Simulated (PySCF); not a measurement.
Molecule: `InChI=1S/BClH5N/c2-1-3/h1H2,3H3`.

Structure with atom numbers: `[NH3+:1][BH2-:2][Cl:3]`. Each H is labelled by its parent atom.

Geometry PBE0-D3(BJ)/def2-SVP throughout; GIAO in PySCF 2.14.0 with density-fitted response routines, gas phase, one conformer, non-relativistic; equivalent atoms averaged; basis pcSseg-2.

Question: How do the absolute shieldings σ depend on the functional? (ppm; last column core-seconds on 1 thread of an Arm Neoverse V1, shared host; the GGAs took longer than the global hybrids here, which isn't the general rule, and the cause wasn't traced)

Answer: 
```csv
functional,kind,N1,B2,Cl3,H(N1),H(B2),core-s
HF,Hartree–Fock,217.5,120.3,1010.4,28.59,28.76,4.5
LDA,LDA,205.6,103.5,926.0,27.91,27.41,11
PBE,GGA,202.3,104.2,932.5,28.30,27.89,13
BLYP,GGA,197.0,100.8,920.0,28.45,28.13,13
BP86,GGA,202.4,104.6,936.8,28.36,27.97,13
OPBE,GGA,208.4,109.1,954.6,28.30,27.95,13
KT2,GGA,204.2,107.9,936.0,28.28,27.89,14
KT3,GGA,203.2,107.3,939.8,28.40,28.16,14
B97-D,GGA,202.3,105.3,941.0,28.47,28.19,13
B3LYP,global hybrid,202.6,105.4,947.4,28.45,28.24,8.6
CAM-B3LYP,range-separated hybrid,207.0,108.0,963.3,28.41,28.21,11
```

Question: Which nucleus moves most, in ppm?

Answer: Cl3 (chlorine bonded to B): from 920.0 ppm with BLYP to 1010.4 ppm with HF. The smallest spread is 0.68 ppm, at H(N1).
